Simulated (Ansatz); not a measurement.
# SiCl (quartet): the correlation ladder at distance Si1–Cl2 = 1.866 Å, 6-31G

Aim: climb from Hartree-Fock through coupled cluster and multireference methods for SiCl (quartet) at one geometry and basis, and see what each rung misses.

Method: 6-31G, core rule «outside noble gas», up to 10 orbitals frozen; program: Ansatz 0.2.0, Gaussian basis.

Plan: UHF; CCSD(T) on ROHF; CCSD(T) on UHF; BCCD(T) on ROHF; CISD; CCSDT(Q) on ROHF; CCSDT(Q) on UHF; CISDTQ; CCSDTQ on ROHF; CCSDTQ on UHF; CASSCF and MRCISD+Q, 5 electrons in 5 orbitals; CASSCF and NEVPT2, 5 electrons in 5 orbitals; CASSCF and MRCISD+Q, 11 electrons in 8 orbitals; CASSCF and NEVPT2, 11 electrons in 8 orbitals; Full CI.

17 further runs of the same task are left out: 14 that didn't finish, 3 set aside as unsound or not needed.

## (1) What is computed

The geometry derives from a PBE0/def2-TZVP stationary point (not a proven minimum). One bond is set to the value named and the two fragments are kept rigid.

2 atoms, charge 0, spin multiplicity 4.

Atoms are counted from 1 here; the program's logs count them from 0.

Bond lengths: Si1–Cl2 1.866 Å.

## (2) UHF

Input file in.yaml:

```yaml
crystal:
  periodic: [false, false, false]
  atoms:
    - {symbol: Si, position_ang: [0.000000, 0.000000, 0.000000]}
    - {symbol: Cl, position_ang: [0.000000, 0.000000, 1.866000]}
basis:
  gaussian: {orbitals: 6-31G}
magnetization: {spin_polarized: true, initial_magnetization: 3}
hamiltonian: {xc: hf}
output: {orbitals: {seedname: orbitals}}
```

Run with:

```sh
ansatz run in.yaml --threads 1 --pin off --events-out ev --progress --plain --max-ram 2393MiB
```

After this run come: CCSD(T) on ROHF; CCSD(T) on UHF; BCCD(T) on ROHF; CISD; CCSDT(Q) on ROHF; CCSDT(Q) on UHF; CISDTQ; CCSDTQ on ROHF; CCSDTQ on UHF; CASSCF and MRCISD+Q, 5 electrons in 5 orbitals; CASSCF and NEVPT2, 5 electrons in 5 orbitals; CASSCF and MRCISD+Q, 11 electrons in 8 orbitals; CASSCF and NEVPT2, 11 electrons in 8 orbitals; Full CI.

Before running them: what should the planned runs give, taken together? Wanted: FCI below the RHF energy; RMP2 from FCI; UMP2 from FCI; RCCSD from FCI; RCCSD(T) from FCI; UCCSD(T) from FCI; RCCSDT(Q) from FCI; UCCSDT(Q) from FCI; NEVPT2 pair from FCI.

The runs gave:

| quantity | value |
| --- | --- |
| FCI below the RHF energy | -1.7167 eV |
| RMP2 from FCI | +298.4 meV |
| UMP2 from FCI | +292.4 meV |
| RCCSD from FCI | +32.1 meV |
| RCCSD(T) from FCI | +5.9 meV |
| UCCSD(T) from FCI | +5.7 meV |
| RCCSDT(Q) from FCI | 0.0 meV |
| UCCSDT(Q) from FCI | -0.5 meV |
| NEVPT2 pair from FCI | +225.2 meV |
| MRCISD+Q pair from FCI | +20.5 meV |
| NEVPT2 valence from FCI | +326.0 meV |
| levels within 1 kcal/mol (43 meV) | RCCSD, UCCSD, RCCSD(T), UCCSD(T), BCCD(T), RCCSDT, UCCSDT, CISDTQ, RCCSDT(Q), UCCSDT(Q), RCCSDTQ, UCCSDTQ, MRCISD+Q pair, MRCISD+Q valence |
| T1 diagnostic | 0.015 |
| effectively unpaired electrons | 3.01 |

RCCSD(T) misses by +5.9 meV, 0.3 % of the correlation energy. One determinant dominates. Of the multireference levels listed MRCISD+Q valence comes nearest in total energy (+15.5 meV), which doesn't show that its space is the better one. These misses are within one basis, not against nature; the frozen cores of restricted and unrestricted runs differ, which can shift their rows.
